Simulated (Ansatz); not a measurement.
Results of HSE06 (Ansatz, an electronic-structure program, PAW) for fluorite CeO2.

Numerical settings: plane-wave cutoff 520 eV, 8×8×8 k mesh, finite displacements, no spin polarisation, scalar-relativistic PAW data made under PBE.

Computed at the level's own relaxed cell.

Harmonic phonon frequencies (cm⁻¹; i marks an imaginary mode; at Γ without the LO shift):

| q point | frequencies |
|---|---|
| Γ | 0 0 0 266 266 266 451 451 451 |
| X | 127 127 133 221 221 276 459 459 611 |
| L | 115 115 205 345 345 383 383 426 543 |

Measured, for comparison: zone-centre TO phonon frequency 272 cm⁻¹ (temperature not stated, no zero-point or thermal correction; as tabulated in SRNL-STI-2020-00011).

No imaginary mode appears at these points.
